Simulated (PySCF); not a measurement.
BeH, multiplicity 2. Atoms are numbered in the order given.

```xyz
2

Be     0.0000     0.0000    -0.2707
H      0.0000     0.0000     1.0828
```
Charge 0, spin multiplicity 2.

Geometry optimised at PBE0-D3(BJ)/def2-TZVPD. The multiplicity is an assumed one; other spin states were not compared.

These are PySCF with C-PCM-ωB97X/def2-TZVPD values and carry that method's errors.

The values are the electrostatic part of the solvation free energy, E(continuum) − E(gas) at the gas-phase geometry, in a cavity of scaled van der Waals radii (PySCF's table); cavitation and dispersion terms are not included. A continuum can't describe solvent molecules that bind to the metal. The dipole moment in vacuum is 0.18 D.

| solvent | ε | ΔG(elec) (kcal/mol) | dipole (D) |
|---|---|---|---|
| water | 78.36 | -3.6 | 0.40 |
| acetonitrile | 35.69 | -3.5 | 0.40 |
| ethylethanoate | 5.99 | -2.9 | 0.35 |
